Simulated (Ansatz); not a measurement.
Ansatz (an electronic-structure program) input (PBE/def2-TZVP):

Ansatz 0.2 input:
```yaml
crystal:
  periodic: [false, false, false]
  atoms:
    - {symbol: Cl, position_ang: [-0.00000000, -0.00000000, -1.00677069]}
    - {symbol: Cl, position_ang: [0.00000000, 0.00000000, 1.00677069]}
basis:
  gaussian:
    orbitals: def2-TZVP
hamiltonian:
  xc: {name: PBE}
relax: {f_tol: 0.003, max_steps: 100}
```

Output:

```
Functional definition: PBE
integrals: 0.01 GiB planned
512 factors; their error is unknown
mean field: 0.13 GiB planned
mean field evaluation 1: about -25034.9182 eV, gradient 7.9e0 eV
mean field evaluation 2: about -25035.0120 eV, gradient 5.1e0 eV
mean field evaluation 4: about -25035.0546 eV, gradient 7.4e-2 eV
mean field evaluation 8: about -25035.0506 eV, gradient 1.8e-4 eV
mean field -25035.05061243 eV, -920.0211406401 hartree, gradient 2.4e-5 eV, S^2 0.000000; 0 other end points of the search recorded, 0 dependent functions left out
the calculation of the forces begins
reference -25035.05063799 eV, -920.0211415792 hartree; 17, 17 occupied and 57, 57 virtual orbitals, 512 factors
relax step   1: F+E_penalty+E_count = -25035.05061243 eV  Δ(F+E_penalty+E_count) = +0.000e0 eV  max|allowed force component| = 9.776e-2 eV/Å  Δτ_max = 0.0000 Å  (22 SCF iters, accepted)
these checks for a lower state are left out or cut short: starts, cluster_reference, orbital_swaps, neighbouring_geometries, increment
integrals: 0.01 GiB planned
512 factors; their error is unknown
mean field: 0.13 GiB planned
mean field evaluation 16: about -25035.0509 eV, gradient 2.6e-5 eV
mean field -25035.05087113 eV, -920.0211501470 hartree, gradient 2.4e-5 eV, S^2 0.000000; 0 other end points of the search recorded, 0 dependent functions left out
the calculation of the forces begins
reference -25035.05089667 eV, -920.0211510858 hartree; 17, 17 occupied and 57, 57 virtual orbitals, 512 factors
relax step   2: F+E_penalty+E_count = -25035.05087113 eV  Δ(F+E_penalty+E_count) = -2.587e-4 eV  max|allowed force component| = 4.301e-3 eV/Å  Δτ_max = 0.0025 Å  (26 SCF iters, accepted)
these checks for a lower state are left out or cut short: starts, cluster_reference, orbital_swaps, neighbouring_geometries, increment
integrals: 0.01 GiB planned
512 factors; their error is unknown
mean field: 0.13 GiB planned
mean field -25035.05087162 eV, -920.0211501652 hartree, gradient 5.0e-6 eV, S^2 0.000000; 0 other end points of the search recorded, 0 dependent functions left out
the calculation of the forces begins
reference -25035.05089717 eV, -920.0211511039 hartree; 17, 17 occupied and 57, 57 virtual orbitals, 512 factors
relax step   3: F+E_penalty+E_count = -25035.05087162 eV  Δ(F+E_penalty+E_count) = -4.941e-7 eV  max|allowed force component| = 8.874e-6 eV/Å  Δτ_max = 0.0001 Å  (17 SCF iters, accepted)
integrals: 0.01 GiB planned
512 factors; their error is unknown
mean field: 0.13 GiB planned
mean field evaluation 32: about -25035.0509 eV, gradient 9.8e-2 eV
mean field -25035.05087162 eV, -920.0211501652 hartree, gradient 6.2e-6 eV, S^2 0.000000; 1 other end points of the search recorded, 0 dependent functions left out
the calculation of the forces begins
reference -25035.05089717 eV, -920.0211511039 hartree; 17, 17 occupied and 57, 57 virtual orbitals, 512 factors
Total energy: -25035.05089717 eV, -920.0211511039 hartree
Atom 0 at    -0.000000     0.000000    -1.004130 Å, force     0.000000    -0.000000    -0.000009 eV/Å
Atom 1 at     0.000000    -0.000000     1.004130 Å, force    -0.000000     0.000000     0.000009 eV/Å
Dipole moment:     0.000000    -0.000000     0.000000 e Å
```
